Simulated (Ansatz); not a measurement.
# C3O2: small, medium and large basis sets

The task here is to estimate one member of a computed series from the others.

The runs use Ansatz 0.2.0, Gaussian basis; one geometry, several basis sets.

Levels to be run: PBE0-D4/def2-SVP; ωB97M-V/def2-SVP; PBE0-D4/def2-QZVPP; ωB97M-V/def2-QZVPP; the functionals' def2-TZVPP values are taken from earlier runs.

### Structure used throughout

The geometry comes from an earlier relaxation with PBE0-D4 in a triple-zeta def2 set; it is a stationary point.

5 atoms, charge 0, spin multiplicity 1.

Atoms are counted from 1 here; the program's logs count them from 0.

Bond lengths: O1–C2 1.155 Å, C2–C3 1.272 Å, C3–C4 1.272 Å, C4–O5 1.155 Å. Angles: O1–C2–C3 180.0°, C2–C3–C4 179.9°, C3–C4–O5 180.0°.

The first run:

The input, in.yaml:

```yaml
crystal:
  periodic: [false, false, false]
  atoms:
    - {symbol: O, position_ang: [0.309420, -2.066832, 1.252919]}
    - {symbol: C, position_ang: [0.166343, -1.090030, 0.652628]}
    - {symbol: C, position_ang: [0.008621, -0.014839, -0.008119]}
    - {symbol: C, position_ang: [-0.146621, 1.060535, -0.669156]}
    - {symbol: O, position_ang: [-0.287863, 2.037466, -1.269672]}
basis:
  gaussian: {orbitals: def2-SVP}
hamiltonian: {xc: pbe0, dispersion: d4}
output: {orbitals: {seedname: orbitals}}
```

Among the steps run: PBE0-D4 in def2-SVP; ωB97M-V in def2-SVP; PBE0-D4 in def2-QZVPP; ωB97M-V in def2-QZVPP.

One of the session's tables, all rows but one given; the rest of the session is left out.

It belongs to the step «Density functionals: the series». 

```
functional       basis  HOMO (eV)  LUMO (eV)
   PBE0-D4    def2-SVP      -8.33      -1.67
   PBE0-D4  def2-TZVPP          ?          ?
   PBE0-D4  def2-QZVPP      -8.43      -1.81
   ωB97M-V    def2-SVP     -10.31       0.55
   ωB97M-V  def2-TZVPP     -10.43       0.39
   ωB97M-V  def2-QZVPP     -10.46       0.35
```

Estimate the missing values for PBE0-D4, def2-TZVPP.

As computed: HOMO (eV): -8.41; LUMO (eV): -1.78. In the column «HOMO (eV)» it lies between PBE0-D4, def2-QZVPP (-8.43) and PBE0-D4, def2-SVP (-8.33).
